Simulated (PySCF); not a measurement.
**HNO (nitroxyl): B2PLYP/STO-6G**

Aim: the vertical singlet–triplet gap of HNO (nitroxyl) at B2PLYP/STO-6G, from 2 runs. Input form: a Python script.

The results are computed with PySCF 2.14.0.

11 further runs of the same task are left out: 11 set aside as unsound or not needed.

## Step 1: The structure to begin with

The species is HNO (3 atoms), meant as a singlet with charge 0. SMILES: `N=O`. Geometry: relaxed at GFN2-xTB.

Bond lengths: N1–O2 1.201 Å, N1–H3 1.062 Å. Angles: O2–N1–H3 112.4°.

## Step 2: A single-point energy at B2PLYP/STO-6G

input.py

```python
from pyscf import gto, dft, mp

system = gto.Mole()
system.atom = '''
N   -0.275940   0.297220  -0.114780
O    0.768580   0.418030   0.466150
H   -0.492640  -0.715240  -0.351380
'''
system.basis = 'sto-6g'
system.verbose = 3
system.spin = 0
system.max_memory = 1860
system.build()

mf = dft.RKS(system)
mf.xc = '0.53*HF + 0.47*B88, 0.73*LYP'
mf.conv_tol = 1e-10
mf.grids.level = 5
mf.kernel()
if not mf.converged:
    mf = mf.newton().run(mf.mo_coeff, mf.mo_occ)

pt = mp.MP2(mf, frozen=2).run()
e_final = mf.e_tot + 0.27 * pt.e_corr
print('PT2 part  %.8f' % (0.27 * pt.e_corr))
print('E(%s) = %.9f' % ('B2PLYP', e_final))
```

Command:

```bash
$ OMP_NUM_THREADS=1 python input.py
```

Output:

```text
converged SCF energy = -129.725091390866
E(RMP2) = -129.887914759103  E_corr = -0.162823368237024
E(SCS-RMP2) = -129.894130003783  E_corr = -0.16903861291624
PT2 part  -0.04396231
E(B2PLYP) = -129.769053700
```

It took 1.5 s on 1 thread of Arm Neoverse V2, shared host; peak memory 0.16 GiB.

## Step 3: The triplet at the same level

job.py

```python
from pyscf import gto, dft, mp

mol = gto.M(
    atom='''
N     -0.521451     0.561664    -0.216903
O      1.452406     0.789962     0.880896
H     -0.930955    -1.351608    -0.664012
''',
    verbose=3,
    max_memory=1860,
    basis='sto-6g',
    unit='bohr',
    spin=2,
)

myscf = dft.UKS(mol)
myscf.xc = '0.53*HF + 0.47*B88, 0.73*LYP'
myscf.grids.level = 5
myscf.conv_tol = 1e-10
myscf.kernel()
if not myscf.converged:
    myscf = myscf.newton().run(myscf.mo_coeff, myscf.mo_occ)

pt = mp.MP2(myscf, frozen=2).run()
e_final = myscf.e_tot + 0.27 * pt.e_corr
print('PT2 part  %.8f' % (0.27 * pt.e_corr))
print('E = %.10f Eh' % e_final)
```

Command:

```bash
$ OMP_NUM_THREADS=1 python job.py
```

Output:

```text
WARN: HOMO -0.0586165519700294 >= LUMO -0.169124786052882

converged SCF energy = -129.717528875919  <S^2> = 2.0026999  2S+1 = 3.0017994
E(UMP2) = -129.828499734522  E_corr = -0.110970858602807
E(SCS-UMP2) = -129.81410262975  E_corr = -0.096573753830323
PT2 part  -0.02996213
E = -129.7474910077 Eh
```

Run time: 2.3 s. Hardware: 1 thread of Arm Neoverse V2, shared host; peak memory 0.16 GiB.

## Step 4: Summary of results

Level: B2PLYP/STO-6G, 2 core orbitals frozen.

```
                                                         quantity          value
                                            singlet: total energy  -129.76905 Eh
                                singlet: dipole moment (SCF part)         1.44 D
                       singlet: HOMO energy (SCF part's orbitals)       -5.93 eV
                       singlet: LUMO energy (SCF part's orbitals)        2.42 eV
                     singlet: HOMO–LUMO gap (SCF part's orbitals)        8.35 eV
                                            triplet: total energy  -129.74749 Eh
                                triplet: dipole moment (SCF part)         1.52 D
triplet: HOMO energy (SCF part's orbitals) (highest over α and β)       -5.57 eV
 triplet: LUMO energy (SCF part's orbitals) (lowest over α and β)        2.38 eV
                                                    triplet: ⟨S²⟩          2.003
                 vertical energy of the triplet above the singlet       0.587 eV
```

What this shows: At this shape the triplet lies 0.59 eV (56.6 kJ/mol) above the singlet. In a minimal basis such a difference can be off by several eV, whatever the method.
